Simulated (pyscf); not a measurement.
HO–SiH₂–O–PH₂ (SMILES O[SiH2]OP) + H₂ (SMILES [H][H]) -> H₃Si–O–PH₂ (SMILES [SiH3]OP) + H₂O (SMILES O), a four-centre exchange (singlet surface; O–Si, H–H broken, H–Si, H–O formed). PySCF, gas phase, ωB97X-D3(BJ)/def2-SVP geometries. Energies in kcal/mol from the separated reactants.

AM1 to PM7: differences of heats of formation from MOPAC. 

Problem. In single points PM3 puts the saddle at 85.0 kcal/mol and the reaction energy at +37.1 kcal/mol. Should these be trusted to within a few kcal/mol? Compare with ωB97M-D3(BJ)/def2-TZVP.

Solution. ωB97M-D3(BJ)/def2-TZVP gives ΔE‡ = 55.1 kcal/mol and ΔE = +21.9 kcal/mol. PM3 lies 29.9 kcal/mol over it in the barrier and 15.3 kcal/mol over it in the reaction energy, so on this step it does not hold to within 3.0 kcal/mol. ωB97M-D3(BJ)/def2-TZVP has limits of its own. On the product side the descent ends in a complex (not fully relaxed), 4.5 kcal/mol under the separated species and 38.3 kcal/mol under the saddle at ωB97X-D3(BJ)/def2-TZVP. H₃Si–O–PH₂ lies 5.7 kcal/mol over its isomer HO–SiH₂–PH₂ (electronic energy, ωB97M-D3(BJ)). One saddle was located; it need not be the lowest between these sides.
